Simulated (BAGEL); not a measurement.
# [NO3]− (nitrate): HF/6-31G(d) (density fitting with cc-pvqz-jkfit, spherical functions)

What is the vertical ionisation energy of [NO3]− (nitrate) at HF/6-31G* (density fitting with cc-pvqz-jkfit, spherical functions)? 

The calculation is run with BAGEL 1.2.2.

6 further runs of the same task are left out: 4 that didn't finish, 2 set aside as unsound or not needed. Runs told in other sessions of the task aren't counted.

## (1) The structure to begin with

[NO3]−: 4 atoms, total charge -1, spin state singlet. SMILES: `O=[N+]([O-])[O-]`. Geometry: relaxed at PBE0-D4/def2-TZVPD.

Bond lengths: O1–N2 1.247 Å, N2–O3 1.247 Å, N2–O4 1.247 Å. Angles: O1–N2–O3 120.0°, O1–N2–O4 120.0°, O3–N2–O4 120.0°.

## (2) A single-point energy at HF/6-31G(d) (density fitting with cc-pvqz-jkfit, spherical functions)

input.json reads:

```json
{ "bagel" : [

{
  "title" : "molecule",
  "basis" : "6-31gs.json",
  "df_basis" : "cc-pvqz-jkfit",
  "angstrom" : true,
  "geometry" : [
    { "atom" : "O", "xyz" : [    0.296520,    0.524040,    1.091530 ] },
    { "atom" : "N", "xyz" : [    0.000000,    0.000000,    0.000000 ] },
    { "atom" : "O", "xyz" : [    0.470440,   -1.113360,   -0.305120 ] },
    { "atom" : "O", "xyz" : [   -0.766950,    0.589330,   -0.786420 ] }
  ]
},
{
  "title" : "hf",
  "charge" : -1
},
{
  "title" : "print",
  "file" : "orbitals.molden",
  "orbitals" : true
}

]}
```

The basis set 6-31G* is read from a file made from the Basis Set Exchange's data (not shown).

Started as:

```sh
$ BAGEL_NUM_THREADS=1 BAGEL input.json > input.out
```

Standard output:

```text
* using 1 threads per process

  ===============================================================
  ===============================================================

  *** Geometry ***

  { "atom" : "O", "xyz" : [      0.560342,      0.990292,      2.062693 ] },
  { "atom" : "N", "xyz" : [      0.000000,      0.000000,      0.000000 ] },
  { "atom" : "O", "xyz" : [      0.889003,     -2.103945,     -0.576593 ] },
  { "atom" : "O", "xyz" : [     -1.449325,      1.113672,     -1.486118 ] },

  Number of auxiliary basis functions:      424

  Since a DF basis is specified, we compute 2- and 3-index integrals:
    o Being stored without compression. Storage requirement is 0.011 GB

  Number of basis functions:       56
  Number of electrons      :       31

    * METHOD: MOLECULE                             0.14

  *** RHF ***

  === Nuclear Repulsion ===
   118.3725434864

      * DIIS with orbital gradients will be used.

  === RHF iteration (6-31gs.json) ===
      0       -278.65432342          0.03456941           0.03
      1       -278.79184667          0.02670521           0.02
      2       -278.90663294          0.00235059           0.02
      3       -278.90806476          0.00066932           0.02
      4       -278.90826593          0.00012029           0.02
      5       -278.90827389          0.00003614           0.02
      6       -278.90827462          0.00000765           0.02
      7       -278.90827465          0.00000290           0.02
      8       -278.90827465          0.00000041           0.02
      9       -278.90827465          0.00000008           0.02
     10       -278.90827465          0.00000002           0.02
     11       -278.90827465          0.00000000           0.02
    * SCF iteration converged.

    * Permanent dipole moment:
           (    0.000005,     0.000003,    -0.000005) a.u.

    * METHOD: HF                                   0.34

    * METHOD: PRINT                                0.01

  ===============================================================
```

It took 0.62 s on 1 thread of Arm Neoverse V1, shared host; peak memory 0.083 GiB.

## (3) Doublet neutral NO3 at the same level

calc.json reads:

```json
{ "bagel": [

{
  "title": "molecule",
  "basis": "6-31gs.json",
  "df_basis": "cc-pvqz-jkfit",
  "angstrom": true,
  "geometry": [
    { "atom": "O", "xyz": [       0.296520,       0.524040,       1.091530 ] },
    { "atom": "N", "xyz": [       0.000000,       0.000000,       0.000000 ] },
    { "atom": "O", "xyz": [       0.470440,      -1.113360,      -0.305120 ] },
    { "atom": "O", "xyz": [      -0.766950,       0.589330,      -0.786420 ] }
  ]
},

{
  "title": "uhf",
  "nopen": 1
},

{
  "title": "print",
  "file": "orbitals.molden",
  "orbitals": true
}

]}
```

The basis set 6-31G* is read from a file made from the Basis Set Exchange's data (not shown).

Started as:

```sh
$ BAGEL_NUM_THREADS=1 BAGEL calc.json > calc.out
```

Standard output:

```text
* using 1 threads per process

  ===============================================================
  ===============================================================

  *** Geometry ***

  { "atom" : "O", "xyz" : [      0.560342,      0.990292,      2.062693 ] },
  { "atom" : "N", "xyz" : [      0.000000,      0.000000,      0.000000 ] },
  { "atom" : "O", "xyz" : [      0.889003,     -2.103945,     -0.576593 ] },
  { "atom" : "O", "xyz" : [     -1.449325,      1.113672,     -1.486118 ] },

  Number of auxiliary basis functions:      424

  Since a DF basis is specified, we compute 2- and 3-index integrals:
    o Being stored without compression. Storage requirement is 0.011 GB

  Number of basis functions:       56
  Number of electrons      :       31

    * METHOD: MOLECULE                             0.13

  *** Open-shell HF ***

  === Nuclear Repulsion ===
   118.3725434864

      * DIIS with orbital gradients will be used.

  === UHF iteration (6-31gs.json) ===
      0       -278.57436407          0.06255673           0.05
      1       -278.65488802          0.04923139           0.05
      2       -278.69466739          0.03891708           0.05
      3       -278.75035377          0.00126322           0.05
      4       -278.75081126          0.00025984           0.05
      5       -278.75087543          0.00007795           0.05
      6       -278.75089034          0.00001626           0.05
      7       -278.75089395          0.00000390           0.05
      8       -278.75089527          0.00000216           0.05
      9       -278.75089607          0.00000143           0.05
     10       -278.75089661          0.00000133           0.05
     11       -278.75089688          0.00000129           0.05
     12       -278.75089696          0.00000146           0.05
     13       -278.75089700          0.00000108           0.05
     14       -278.75089711          0.00000042           0.05
     15       -278.75089711          0.00000015           0.05
     16       -278.75089711          0.00000013           0.05
     17       -278.75089711          0.00000006           0.05
     18       -278.75089712          0.00000007           0.05
     19       -278.75089712          0.00000005           0.05
     20       -278.75089712          0.00000003           0.05
     21       -278.75089712          0.00000001           0.05
    * SCF iteration converged.

    * S^2 (UHF) is 0.7838

    * Permanent dipole moment:
           (    0.000002,     0.000004,    -0.000007) a.u.

    * METHOD: UHF                                  1.11

    * METHOD: PRINT                                0.01

  ===============================================================
```

Wall time 1.4 s (1 thread of Arm Neoverse V1, shared host); peak memory 0.083 GiB.

## (4) Summary of results

At HF/6-31G* (density fitting with cc-pvqz-jkfit, spherical functions):

| quantity | value |
| --- | --- |
| singlet [NO3]−: total energy | -278.90827 Eh |
| singlet [NO3]−: HOMO energy | -5.53 eV |
| singlet [NO3]−: LUMO energy | 10.46 eV |
| singlet [NO3]−: HOMO–LUMO gap (to an unbound level, set by the basis) | 16.00 eV |
| doublet neutral NO3: total energy | -278.75090 Eh |
| doublet neutral NO3: dipole moment | 0.00 D |
| doublet neutral NO3: ⟨S²⟩ | 0.784 |
| vertical detachment energy (to the doublet neutral) | 4.282 eV |

**Reading.** Removing an electron at fixed nuclei costs 4.28 eV (99 kcal/mol). The negative HOMO energy of the first species, 5.53 eV, lies 1.25 eV above that difference.
